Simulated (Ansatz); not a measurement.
in.yaml

```yaml
crystal:
  periodic: [false, false, false]
  atoms:
    - {symbol: N, position_ang: [0.006635, 0.000089, 0.000000]}
    - {symbol: H, position_ang: [0.918552, 0.012340, -0.000063]}
    - {symbol: H, position_ang: [-0.517289, 0.880034, -0.002762]}
    - {symbol: H, position_ang: [-0.493462, -0.893613, 0.002832]}
basis:
  gaussian: {orbitals: 6-31G}
total_charge: 1
magnetization: {spin_polarized: true, initial_magnetization: 1}
correlation: {method: ccsdtq, electrons: outside_noble_gas}
```

```sh
$ ansatz run in.yaml --threads 1 --pin off --events-out ev --progress --plain --max-ram 2393MiB
```

Output:

```
337 factors; integrals over basis functions are off by at most 1.5e-7 eV
mean field evaluation 1: about -1518.1001 eV, gradient 2.0e1 eV
mean field evaluation 2: about -1518.1003 eV, gradient 2.0e1 eV
mean field evaluation 4: about -1519.7098 eV, gradient 9.7e-1 eV
mean field evaluation 8: about -1519.7199 eV, gradient 5.3e-5 eV
mean field evaluation 16: about -1519.7227 eV, gradient 6.6e-2 eV
mean field -1519.71991287 eV, -55.8486766949 hartree, gradient 1.5e-6 eV, S^2 0.758673; 0 other end points of the search recorded, 0 dependent functions left out
1 core orbitals not correlated: weight in the atoms' cores, before any rotation towards them, 1.000 or more for the frozen orbitals, at most 0.000 for the correlated occupied ones
reference -1519.71991287 eV, -55.8486766949 hartree; 4, 3 occupied and 10, 11 virtual orbitals, 337 factors
second order -2.27838528 eV of doubles, -0.00000000 eV of singles
cycle   1  -2.56831641 eV  change   -2.9e-1 eV  update   3.5e-2
cycle   2  -2.72144333 eV  change   -1.5e-1 eV  update   1.5e-2
cycle   3  -2.73390551 eV  change   -1.2e-2 eV  update   5.4e-3
cycle   4  -2.73724877 eV  change   -3.3e-3 eV  update   2.6e-3
cycle   5  -2.73852659 eV  change   -1.3e-3 eV  update   7.8e-4
cycle   6  -2.73844651 eV  change    8.0e-5 eV  update   2.0e-4
cycle   7  -2.73843151 eV  change    1.5e-5 eV  update   7.4e-5
cycle   8  -2.73845230 eV  change   -2.1e-5 eV  update   2.3e-5
cycle   9  -2.73844801 eV  change    4.3e-6 eV  update   7.8e-6
cycle  10  -2.73844749 eV  change    5.2e-7 eV  update   3.0e-6
cycle  11  -2.73844644 eV  change    1.1e-6 eV  update   1.1e-6
cycle  12  -2.73844696 eV  change   -5.2e-7 eV  update   2.9e-7
Total energy: -1522.45835983 eV, -55.9493127644 hartree
```

For the same geometry and basis full CI lies 0.4 meV higher.

Ran on 1 thread of Arm Neoverse V1, shared host: 9 s wall, 0.16 GiB peak host memory.
